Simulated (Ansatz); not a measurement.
Relaxation of CH3NSi (6 atoms, charge 0, multiplicity 1), to a largest force component of 0.02 eV/Å in at most 50 steps.

All numbers below come from Ansatz, UKS CAM-B3LYP-D4/def2-SVP.

```xyz
6
Properties=species:S:1:pos:R:3:forces:R:3
C 0.362 -0.377 -0.548 -0.85 0.63 1.22
N -0.612 -1.022 0.501 -0.18 0.07 0.24
Si -0.497 0.586 0.770 1.10 -1.06 -1.64
H -0.001 -0.406 -1.567 -0.15 -0.06 -0.52
H 1.392 -0.692 -0.450 0.51 -0.20 0.01
H -0.645 1.910 1.295 -0.42 0.61 0.69
```

**Question.** Where does it end, and by what steps?

**Answer.** The forces met the threshold. After 9 steps the energy has fallen by 0.201 eV; H6 moved furthest, 0.24 Å.

```json
{"step": "0", "energy less start (eV)": "0.0000", "largest force component (eV/Å)": "1.639", "accepted": "yes"}
{"step": "1", "energy less start (eV)": "-0.0985", "largest force component (eV/Å)": "0.911", "accepted": "yes"}
{"step": "2", "energy less start (eV)": "-0.1703", "largest force component (eV/Å)": "0.586", "accepted": "yes"}
{"step": "3", "energy less start (eV)": "-0.1802", "largest force component (eV/Å)": "1.344", "accepted": "yes"}
{"step": "4", "energy less start (eV)": "-0.1964", "largest force component (eV/Å)": "0.238", "accepted": "yes"}
{"step": "5", "energy less start (eV)": "-0.1962", "largest force component (eV/Å)": "0.321", "accepted": "no"}
{"step": "6", "energy less start (eV)": "-0.1994", "largest force component (eV/Å)": "0.072", "accepted": "yes"}
{"step": "7", "energy less start (eV)": "-0.2011", "largest force component (eV/Å)": "0.039", "accepted": "yes"}
{"step": "8", "energy less start (eV)": "-0.1999", "largest force component (eV/Å)": "0.118", "accepted": "no"}
{"step": "9", "energy less start (eV)": "-0.2014", "largest force component (eV/Å)": "0.007", "accepted": "yes"}
```

```xyz
6
Properties=species:S:1:pos:R:3
C 0.364 -0.429 -0.564
N -0.602 -0.885 0.523
Si -0.372 0.719 0.642
H 0.003 -0.488 -1.602
H 1.405 -0.773 -0.476
H -0.798 1.856 1.477
```

Whether the end is a true minimum wasn't checked by a vibrational analysis.

The run took 8.6 s on 2 threads of AMD EPYC 9R45 96-Core Processor (Zen 5) (shared host), peak memory 0.17 GiB.
